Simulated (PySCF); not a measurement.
Species: ClF.
Geometry (PBE0-D3(BJ)/def2-TZVP, Å), atoms numbered from 1 in this order:
```xyz
2
ClF angstrom
F      0.8184   -0.0286    0.0016
Cl    -0.8010   -0.0002   -0.0137
```

All values: wB97X-D/pcSseg-2 (PySCF, non-relativistic), on one gas-phase PBE0-D3(BJ)/def2-TZVP geometry that isn't relaxed in the solvent. The solvent is an IEF-PCM continuum (Bondi radii, 1.10 Å for H, scaled by 1.2). Specific hydrogen bonds and non-electrostatic terms are outside this model.

Gas phase at wB97X-D/pcSseg-2: HOMO -11.40 eV, LUMO -1.05 eV, dipole 0.97 D.

Task: What does the continuum do to the energy, the frontier levels and the dipole at wB97X-D/pcSseg-2 in chloroform?

Result: 
```json
{"solvent": "chloroform", "ε": "4.711", "E(solvent) − E(gas) (kJ/mol)": "-2.75", "polarisation term (kJ/mol)": "-2.96", "distortion of the solute (kJ/mol)": "0.21", "HOMO (eV)": "-11.32", "LUMO (eV)": "-0.94", "dipole (D)": "1.10"}
```

The polarisation term is half the interaction of the solute with the surface charges that it induces; the rest is the cost of distorting the solute's density. The sum is the electrostatic part of solvation alone.

Task: Give the dipole vector in the frame of the coordinates (D, pointing from negative to positive charge), gas and chloroform.

Result: Gas (-0.96, 0.02, -0.01), solvent (-1.10, 0.02, -0.01). Its length changes by +14 % and its direction by less than 1°.

The pairwise dispersion term of wB97X-D wasn't added to the energies; at a given geometry it leaves orbitals and properties as they are.
